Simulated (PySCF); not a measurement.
## How good is the calculation?

Numbering as in the mapped SMILES `[CH3:1][O:2][C:3](=[O:4])[O:5][CH3:6]`; H(Xn) means a hydrogen on atom n.

How the numbers were obtained: σ from GIAO-PBE0/pcSseg-1, geometry: GFN2-xTB, in PySCF (one averaged value for each set of equivalent atoms, isolated molecule, one conformer, non-relativistic).

Reference values: measured (solution, TFE-d3, 298 K; Fulmer et al., Organometallics 2010, 29, 2176).
```tsv
atoms	quantity	reference	computed	computed, scaled
C3	δ 13C	159.0	164.7	158.3
C1/C6	δ 13C	56.2	56.5	52.9
H(C1)/H(C6)	δ 1H	3.77	3.89	3.75
```

Reference values: measured (solution, CD3OD, 298 K; Fulmer et al., Organometallics 2010, 29, 2176).
```json
{"atoms": "C3", "quantity": "δ 13C", "reference": "157.9", "computed": "164.7", "computed, scaled": "158.3"}
{"atoms": "C1/C6", "quantity": "δ 13C", "reference": "55.2", "computed": "56.5", "computed, scaled": "52.9"}
{"atoms": "H(C1)/H(C6)", "quantity": "δ 1H", "reference": "3.74", "computed": "3.89", "computed, scaled": "3.75"}
```

Computed shifts are σ(ref) − σ with the named reference compound (TMS for H and C) calculated as an isolated molecule at the same level. The measured values may be among those fitted. Shieldings were converted by linear fits to measured shifts (mostly CDCl3, TMS scale, for H and C): 1H: δ = 30.01 − 0.943σ (rms 0.17 ppm, 504 shifts, 0.18 ppm with the 4 outliers that the fit left out); 13C: δ = 179.97 − 0.974σ (rms 2.1 ppm, 958 shifts, 2.3 ppm with the 13 outliers that the fit left out). Occasional misses reach two or three times the rms, and more in compound classes unlike the fitted ones.

Q: How far are the unscaled 13C shifts from the references?

A: Mean signed difference +3.52 ppm, mean absolute 3.52 ppm over 4 comparisons; the largest is +6.8 ppm at C3 (carbonate carbon).

Q: How far are the unscaled 1H shifts from the references?

A: Mean signed difference +0.14 ppm, mean absolute 0.14 ppm over 2 comparisons; the largest is +0.15 ppm at H(C1)/H(C6) (hydrogen on a methyl carbon bonded to O).

6 of the 37 published NMR values on file for this molecule are compared. The rest: values from further sources, protons in aromatic solvents.
